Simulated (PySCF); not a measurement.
A species of formula C4H5N has this rotational fingerprint, computed with PBE0-D3(BJ)/def2-SVP geometry optimisation, gas phase (PySCF):

| Quantity | Value |
| --- | --- |
| Rotational constants | A = 9191, B = 9022, C = 4553 MHz |
| Dipole components | \|μa\| = 2.05 D, \|μb\| = 0.00 D, \|μc\| = 0.00 D |
| Inertial defect | 0.00 u·Å² |
| κ | 0.93 |

**Question.** Which structure is it? (One computed conformer of each.)
A. `c1c[nH]cc1`
B. `[CH:1]#[C:2][CH2:3][N:4]=[CH2:5]` with C2–C3–N4–C5 0°
C. cyclopropylisocyanide, `[C-]#[N+]C1CC1`

**Answer.** A. It is c1cc[nH]c1, a near-oblate asymmetric top, point group C2v. The candidates at the same level (rigid rotor, commonest isotopes):

```tsv
SMILES	A (MHz)	B (MHz)	C (MHz)	μa (D)	μb (D)	μc (D)	Δ (u·Å²)	point group	rotor
C#CCN=C	12451	3696	2900	0.95	0.72	0.00	-3.08	Cs	asymmetric top
c1cc[nH]c1	9191	9022	4553	2.05	0.00	0.00	0.00	C2v	near-oblate asymmetric top
[C-]#[N+]C1CC1	16075	3721	3504	3.89	0.00	0.93	-23.01	Cs	near-prolate asymmetric top
```

`[C-]#[N+]C1CC1` has A 75 % too high; `C#CCN=C` has B 59 % too low. In the right answer the symmetry axis of this C2v structure is a, so μb and μc vanish by symmetry. No structure here is proved a minimum.
